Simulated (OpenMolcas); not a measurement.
# One shape, several levels: OH− (hydroxide)

We compute a comparison of 6 runs (B2PLYP/aug-cc-pVTZ, B3LYP/aug-cc-pVTZ, M06-L/aug-cc-pVTZ, r2SCAN/aug-cc-pVTZ, MP2/aug-cc-pVTZ, CCSD(T)/aug-cc-pVTZ) of OH− (hydroxide). 

The calculation is run with OpenMolcas 26.06.

1 further run of the same task is left out (set aside as unsound or not needed).

## Step 1: The structure to begin with

OH−: 2 atoms, total charge -1, spin state singlet. SMILES: `[OH-]`. The O1–H2 distance was set to 1.445 Å, away from the relaxed value.

Bond lengths: O1–H2 1.445 Å.

## Step 2: The energy at B2PLYP/aug-cc-pVTZ (run 1)

geom.xyz reads:

```xyz
2

O      0.823580    -0.263594     0.424990
H     -0.411800     0.131800    -0.212500
```

mol.input reads:

```
* HO Kohn-Sham DFT
>>> EXPORT MOLCAS_PRINT=2

&gateway
 baslib
 $CurrDir
 coord
 geom.xyz
 basis
 aug-cc-pVTZ
 group
 NoSym

&seward
 gridinput
 Grid=UltraFine
 End of Grid

&scf
 charge
 -1
 ksdft
 B2PLYP_SCF
 thresholds
 1e-10 1e-07 1e-07 1e-05
 prorbitals
 1

&mbpt2
 frozen
 1
```

The basis set aug-cc-pVTZ is read from a file made from the Basis Set Exchange's data (not shown).

Launch:

```
$ export MOLCAS_MEM=1860
$ pymolcas mol.input > mol.log
```

Standard output:

```text
--- Start Module: gateway ---
[...]
--- Stop Module: gateway /rc=_RC_ALL_IS_WELL_ ---
[...]
      Basis functions           69
[...]
--- Start Module: scf ---
[...]
       Convergence after  17 Iterations
[...]
::    Total KS-DFT energy                             -75.6036003599
[...]
      Total spin, S                                     0.0000000000
[...]
      Total electronic charge=   10.000000
      Total            charge=   -1.000000
[...]
      Dipole Moment (debye):
      Origin of the operator (angstrom)=    0.7504   -0.2402    0.3872
                   X=  5.0219E-02               Y= -1.6073E-02               Z=  2.5914E-02           Total=  5.8752E-02
      Center of Charge (angstrom)
[...]
--- Stop Module: scf /rc=_RC_ALL_IS_WELL_ ---
[...]
--- Start Module: mbpt2 ---
[...]
 ###    WARNING: MP2 implementation intended for RHF references only         ###
 ###############################################################################
MBPT2 WARNING: Reference function according to RunFile:KS-DFT
I'll assume you know what you're doing and continue
WARNING!
Default frozen orbitals as non valence orbitals is overwritten by user input.
Default values:   1
[...]
       Reference weight ( Cref**2 )         =        0.83170
::    Total MBPT2 energy                              -75.9870657931
[...]
      Total MBPT2 calculations                           0.09      0.09
--- Stop Module: mbpt2 /rc=_RC_ALL_IS_WELL_ ---
[...]
```

It took 8.4 s on 1 thread of Arm Neoverse V2, shared host; peak memory 0.41 GiB.

## Step 3: A single-point energy at B3LYP/aug-cc-pVTZ (run 2)

run.inp reads:

```
>>> EXPORT MOLCAS_PRINT=2

&GATEWAY
  BasLib=$CurrDir
  Coord
  2
  angstrom
  O        0.823580      -0.263594       0.424990
  H       -0.411800       0.131800      -0.212500
  Basis=aug-cc-pVTZ
  Group=NoSym

&SEWARD
  GridInput
  Grid=UltraFine
  End of Grid

&SCF
  Charge=-1
  KSDFT=B3LYP
  Thresholds=1e-10 1e-07 1e-07 1e-05
  PrOrbitals=1 1
```

The basis set aug-cc-pVTZ is read from a file made from the Basis Set Exchange's data (not shown).

Launch:

```
$ export MOLCAS_MEM=1860
$ pymolcas run.inp > run.log
```

Standard output:

```text
--- Start Module: gateway ---
[...]
--- Stop Module: gateway /rc=_RC_ALL_IS_WELL_ ---
--- Start Module: seward ---
[...]
      Basis functions           69
--- Stop Module: seward /rc=_RC_ALL_IS_WELL_ ---
[...]
--- Start Module: scf ---
[...]
       Convergence after  17 Iterations
[...]
::    Total KS-DFT energy                             -75.7576014842
[...]
      Total spin, S                                     0.0000000000
[...]
      Total electronic charge=   10.000000
      Total            charge=   -1.000000
[...]
      Dipole Moment (debye):
      Origin of the operator (angstrom)=    0.7504   -0.2402    0.3872
                   X= -8.1088E-02               Y=  2.5953E-02               Z= -4.1844E-02           Total=  9.4867E-02
      Center of Charge (angstrom)
[...]
--- Stop Module: scf /rc=_RC_ALL_IS_WELL_ ---
[...]
```

Run time: 8.7 s. Hardware: 1 thread of Arm Neoverse V2, shared host; peak memory 0.41 GiB.

## Step 4: A single-point energy at M06-L/aug-cc-pVTZ (run 3)

job.inp reads:

```
* HO Kohn-Sham DFT

&GATEWAY
  BasLib=$CurrDir
  Coord
  2
  angstrom
  O        0.823580      -0.263594       0.424990
  H       -0.411800       0.131800      -0.212500
  Basis=aug-cc-pVTZ
  Group=NoSym

&SEWARD
  GridInput
  Grid=UltraFine
  End of Grid

&SCF
  Charge=-1
  KSDFT=M06L
  Thresholds=1e-10 1e-07 1e-07 1e-05
  PrOrbitals=1 1
```

The basis set aug-cc-pVTZ is read from a file made from the Basis Set Exchange's data (not shown).

Launch:

```
$ export MOLCAS_MEM=1860
$ pymolcas job.inp > job.log
```

Standard output:

```text
--- Start Module: gateway ---
[...]
--- Stop Module: gateway /rc=_RC_ALL_IS_WELL_ ---
--- Start Module: seward ---
[...]
      Basis functions           69
--- Stop Module: seward /rc=_RC_ALL_IS_WELL_ ---
[...]
--- Start Module: scf ---
[...]
       Convergence after  21 Iterations
[...]
::    Total KS-DFT energy                             -75.7262026597
[...]
      Total spin, S                                     0.0000000000
[...]
      Total electronic charge=   10.000000
      Total            charge=   -1.000000
[...]
      Dipole Moment (debye):
      Origin of the operator (angstrom)=    0.7504   -0.2402    0.3872
                   X=  1.0893E-01               Y= -3.4863E-02               Z=  5.6210E-02           Total=  1.2744E-01
      Center of Charge (angstrom)
[...]
--- Stop Module: scf /rc=_RC_ALL_IS_WELL_ ---
[...]
```

Run time: 14 s. Hardware: 1 thread of Arm Neoverse V2, shared host; peak memory 0.41 GiB.

Runs 4 to 5 aren't shown in full; the table further down has their settings and results.

## Step 5: The energy at CCSD(T)/aug-cc-pVTZ (run 6)

mol.input reads:

```
&GATEWAY
 BasLib
 $CurrDir
 BasisSet
 O.aug-cc-pVTZ....
 O1 0.823580 -0.263594 0.424990 angstrom
 End of Basis
 BasisSet
 H.aug-cc-pVTZ....
 H2 -0.411800 0.131800 -0.212500 angstrom
 End of Basis

&SEWARD

&SCF
 Charge
 -1
 Thresholds
 1e-10 1e-07 1e-07 1e-05
 PrOrbitals
 1 1

&RASSCF
 FileOrb
 $Project.ScfOrb
 Spin
 1
 Nactel
 0 0 0
 Inactive
 5
 Ras2
 0
 OutOrbitals
 Canonical
 OrbListing
 Nothing

&MOTRA
 JobIph
 Frozen
 1

&CCSDT
 CCT
 Triples
 2
 Iterations
 80
 Accuracy
 1e-08
 Extrapolation
 5 4
```

The basis set aug-cc-pVTZ is read from a file made from the Basis Set Exchange's data (not shown).

Launch:

```
$ export MOLCAS_MEM=1860
$ pymolcas mol.input > mol.log
```

Standard output:

```text
--- Start Module: gateway ---
[...]
--- Stop Module: gateway /rc=_RC_ALL_IS_WELL_ ---
[...]
      Basis functions           69
[...]
       Convergence after  17 Iterations
[...]
::    Total SCF energy                                -75.3184909479
[...]
      Total spin, S                                     0.0000000000
[...]
      Number of active orbitals                  0
[...]
      Spin quantum number                      0.0
[...]
      Active orbitals                            0
[...]
      Number of CSFs                             1
[...]
      Number of root(s) required                 1
[...]
      Convergence after  4 iterations
[...]
      Natural orbitals and occupation numbers for root  1
      ************************************************************************************************************************
      *                                                    Final results                                                     *
      ************************************************************************************************************************
[...]
::    RASSCF root number  1 Total energy:    -75.31849095
[...]
      Total electronic charge=   10.000000
      Total            charge=   -1.000000
[...]
      Dipole Moment (debye):
      Origin of the operator (angstrom)=    0.7504   -0.2402    0.3872
                   X=  3.5872E-01               Y= -1.1481E-01               Z=  1.8511E-01           Total=  4.1968E-01
      Center of Charge (angstrom)
[...]
--- Start Module: motra ---
[...]
      *** WARNING: Default frozen orbitals is overwritten by user input.
      *** Default values:   1
[...]
--- Stop Module: motra /rc=_RC_ALL_IS_WELL_ ---
--- Start Module: ccsdt ---
[...]
      Convergence after                    18  Iterations
      Total energy (diff) :     -75.61896207      -0.00000000
[...]
 METHOD                       : CCSD+T(CCSD)+<T3(1)WT1> = CCSD(T)
[...]
       CCSD     =       -75.6189620657951
[...]
--- Stop Module: ccsdt /rc=_RC_ALL_IS_WELL_ ---
[...]
```

Run time: 8.7 s. Hardware: 1 thread of Arm Neoverse V2, shared host; peak memory 0.41 GiB.

## Step 6: All runs side by side

| run | level | frozen core orbitals | integration grid | energy (Eh) | HOMO energy (eV) | LUMO energy (eV) | HOMO–LUMO gap (eV) | wall time |
| --- | --- | --- | --- | --- | --- | --- | --- | --- |
| 1 | B2PLYP/aug-cc-pVTZ | 1 | UltraFine | -75.707136 | -1.16 | 4.29 | 5.45 | 8.4 s |
| 2 | B3LYP/aug-cc-pVTZ | – | UltraFine | -75.757601 | 0.66 | 3.66 | 2.99 | 8.7 s |
| 3 | M06-L/aug-cc-pVTZ | – | UltraFine | -75.726203 | 1.94 | 3.91 | 1.97 | 14 s |
| 4 | r2SCAN/aug-cc-pVTZ | – | UltraFine | -75.710267 | 1.76 | 3.82 | 2.05 | 11 s |
| 5 | MP2/aug-cc-pVTZ | 1 | – | -75.614150 | -4.04 | 4.97 | 9.02 | 3.3 s |
| 6 | CCSD(T)/aug-cc-pVTZ | 1 | – | -75.634480 | -4.04 | 4.97 | 9.02 | 8.7 s |

## Step 7: Outcome

```
                                                    quantity         value
                                         run 6: total energy  -75.63448 Eh
                  run 6: HOMO energy (Hartree–Fock orbitals)      -4.04 eV
                  run 6: LUMO energy (Hartree–Fock orbitals)       4.97 eV
run 6: HOMO–LUMO gap (to an unbound level, set by the basis)       9.02 eV
           run 6: correlation energy (1 core orbital frozen)    -316.0 mEh
                                       run 6: (T) correction    -15.52 mEh
```

In words: Over runs 1, 2, 3, 4 the HOMO–LUMO gap runs from 1.97 eV (M06-L/aug-cc-pVTZ) to 5.45 eV (B2PLYP/aug-cc-pVTZ). The empty levels of an anion lie above zero and hang on the basis. A double hybrid's value is that of its SCF part. For B2PLYP the log adds the whole second-order term; the table takes 0.27 of it, as the functional is defined. Totals of different functionals can't be ranked against each other. In runs 2, 3, 4 the HOMO lies above zero, so the outermost electron may be held by the basis alone. All runs together took 54 s, the longest 14 s.
